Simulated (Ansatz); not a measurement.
C2H3Cl, SMILES `C[C]Cl` (triplet; the order of the spin states depends on the level) (charge 0, multiplicity 3). This triplet lies 0.40 eV above the relaxed singlet at the level frozen-core CCSD(T)/cc-pVTZ // B3LYP-D3(BJ)/def2-TZVP (Ansatz, a quantum-chemistry and plane-wave program); other levels give the other order.

The numbers are results of frozen-core CCSD(T)/6-31g // B3LYP-D3(BJ)/def2-TZVP run with Ansatz, not measurements.

Ansatz 0.2 input:
```yaml
crystal:
  periodic: [false, false, false]
  atoms:
    - { symbol: C, position_ang: [-0.512393, 0.037421, -0.043171] }
    - { symbol: C, position_ang: [0.807791, -0.583456, -0.232131] }
    - { symbol: Cl, position_ang: [2.310139, -0.040313, 0.268144] }
    - { symbol: H, position_ang: [-1.278566, -0.591723, -0.499773] }
    - { symbol: H, position_ang: [-0.760108, 0.150218, 1.020258] }
    - { symbol: H, position_ang: [-0.566863, 1.027853, -0.513328] }
basis:
  gaussian: { orbitals: "6-31g" }
correlation:
  method: ccsd_t
magnetization:
  spin_polarized: true
  initial_magnetization: 2
```

Output:

```
Functional definition: HF
492 factors; integrals over basis functions are off by at most 2.0e-4 eV
mean field evaluation 1: about -14605.5669 eV, gradient 1.2e1 eV
mean field evaluation 2: about -14605.5708 eV, gradient 1.2e1 eV
mean field evaluation 4: about -14607.2764 eV, gradient 2.3e0 eV
mean field evaluation 8: about -14607.3839 eV, gradient 3.6e-4 eV
mean field evaluation 16: about -14607.2735 eV, gradient 2.3e0 eV
mean field -14607.38364864 eV, -536.8114478474 hartree, gradient 9.6e-7 eV, S^2 2.018717; 0 other end points of the search recorded, 0 dependent functions left out
7 core orbitals not correlated
reference -14607.38364864 eV, -536.8114478474 hartree; 10, 8 occupied and 20, 22 virtual orbitals, 492 factors
second order -4.92410744 eV of doubles, -0.00000000 eV of singles
cycle   1  -5.45702782 eV  change   -5.3e-1 eV  update   6.8e-2
cycle   2  -5.70106104 eV  change   -2.4e-1 eV  update   2.5e-2
cycle   3  -5.75664634 eV  change   -5.6e-2 eV  update   1.2e-2
cycle   4  -5.75836848 eV  change   -1.7e-3 eV  update   4.4e-3
cycle   5  -5.75815835 eV  change    2.1e-4 eV  update   1.4e-3
cycle   6  -5.75803288 eV  change    1.3e-4 eV  update   4.0e-4
cycle   7  -5.75802427 eV  change    8.6e-6 eV  update   1.7e-4
cycle   8  -5.75806139 eV  change   -3.7e-5 eV  update   5.9e-5
cycle   9  -5.75806668 eV  change   -5.3e-6 eV  update   2.3e-5
cycle  10  -5.75806768 eV  change   -1.0e-6 eV  update   8.6e-6
perturbative correction -0.12447849 eV, -0.0045745000 hartree
Total energy: -14613.26619481 eV, -537.0276274317 hartree
```
